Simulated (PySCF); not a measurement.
**Question.** Write Cartesian coordinates for 2-chloro-2-pentene (`C(/C=C(/C)Cl)C`) as optimised with PBE0-D3(BJ)/def2-SVP.

**Answer.** 
```
atom  x, y, z in Å
C1    -2.461    0.027    0.186
C2    -1.433    0.233   -0.922
C3    -0.042   -0.088   -0.486
C4     1.035    0.702   -0.532
C5     2.408    0.340   -0.078
Cl6    0.931    2.328   -1.173
H7    -2.453   -1.012    0.555
H8    -2.254    0.686    1.043
H9    -3.478    0.246   -0.172
H10   -1.469    1.269   -1.289
H11   -1.691   -0.412   -1.782
H12    0.125   -1.088   -0.064
H13    2.421   -0.680    0.332
H14    3.123    0.396   -0.914
H15    2.759    1.039    0.698
```

Orientation and origin are arbitrary. Atoms count from 1 in this order. The 4 C–C bonds span 1.337 Å (C3=C4, drawn double) to 1.525 Å (C1–C2, drawn single), a spread of 0.188 Å. Of the pairs four or more bonds apart, Cl6···H10 is among the closest relative to their van der Waals radii: 2.63 Å, 89 % of the sum of Bondi's values.

Bonds between heavy atoms (Å): C1–C2 1.525, C2–C3 1.492, C3=C4 1.337, C4–C5 1.491, C4–Cl6 1.750.

Level of theory: PBE0-D3(BJ)/def2-SVP geometry optimisation, gas phase in PySCF 2.14.0.

Point group: C1 (no symmetry element, even within 0.4 Å). Stationary, but not proved a minimum. One conformer, not necessarily the lowest (C1–C2–C3–C4 -124°).
